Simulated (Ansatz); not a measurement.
## Ansatz (development build ahead of 0.2.0) run

```yaml
crystal:
  periodic: [false, false, false]
  atoms:
    - { symbol: "N", position_ang: [0.03278, -0.01717, -0.03362] }
    - { symbol: H, position_ang: [0.55228, 0.59921, 0.62087] }
    - { symbol: H, position_ang: [0.57785, -0.63181, -0.62329] }
    - { symbol: H, position_ang: [-0.56149, 0.58048, -0.55961] }
    - { symbol: H, position_ang: [-0.58735, -0.55939, 0.62938] }
basis:
  gaussian: { orbitals: "6-31G" }
total_charge: 1
hamiltonian:
  xc: hf
```

The input is written out in the form of the current development build from the run's settings.

Results

```yaml
Converged: yes
Total_energy: -56.51034 hartree
Spin_squared_of_the_determinant: 0.000
```
